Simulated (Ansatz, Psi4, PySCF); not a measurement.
System: CH$_{2}$NO, net charge 0, doublet state. SMILES: N[C]=O
Coordinates optimised at B3LYP-D3(BJ)/def2-TZVP (Ansatz, a first-principles code):
```xyz
5

O     -0.2249     1.1992    -0.0769
C     -0.4363     0.0284    -0.0099
N      0.4179    -0.9973     0.0683
H      0.0715    -1.9373     0.1188
H      1.4203    -0.8452     0.0780
```
Charge 0, spin multiplicity 2.

Wanted: atomisation energy, in kcal/mol. Terms: atomisation electronic, to ground-state atoms; dispersion terms only where a functional's name holds one; UHF or UKS for open shells; frozen cores in correlated levels; non-relativistic; six Cartesian d functions in 6-31G* and its kin unless marked 5d; spin-orbit terms left out. Basis-set limits of correlation are two-point, X^-3; Hartree-Fock from the larger set. First-principles rows: single points at B3LYP-D3(BJ) geometries (Ansatz).

```tsv
species	coefficient	E at wB97X-D/6-31G* (Psi4), Eh	E at M06-2X/def2-TZVPD (PySCF), Eh
N[C]=O	-1	-169.17496	-169.23819
C atom	+1	-37.83024	-37.84258
H atom	+2	-0.50061	-0.49815
N atom	+1	-54.56801	-54.58717
O atom	+1	-75.03624	-75.06660
```

Coupled cluster (Ansatz) is a level with limits of its own, used here on species with T1 under 0.025 (0.045 for open shells) and stable references: CCSD(T)/CBS(cc-pVTZ,cc-pVQZ). Value to compare with, CCSD(T)/CBS(cc-pVTZ,cc-pVQZ) (Ansatz): 465.4 kcal/mol. 1 Eh = 627.5095 kcal/mol.

Task: Compute it at each level from the table, and compare with CCSD(T)/CBS(cc-pVTZ,cc-pVQZ) (Ansatz).

Result: 
- wB97X-D/6-31G*: the sum of coefficient times E is 0.73925 Eh, or 463.89 kcal/mol. Result: 463.9 kcal/mol. Its difference against CCSD(T)/CBS(cc-pVTZ,cc-pVQZ) (Ansatz) is -1.5 kcal/mol.
- M06-2X/def2-TZVPD: the sum of coefficient times E is 0.74554 Eh, or 467.83 kcal/mol. Result: 467.8 kcal/mol. Its difference against CCSD(T)/CBS(cc-pVTZ,cc-pVQZ) (Ansatz) is 2.4 kcal/mol.
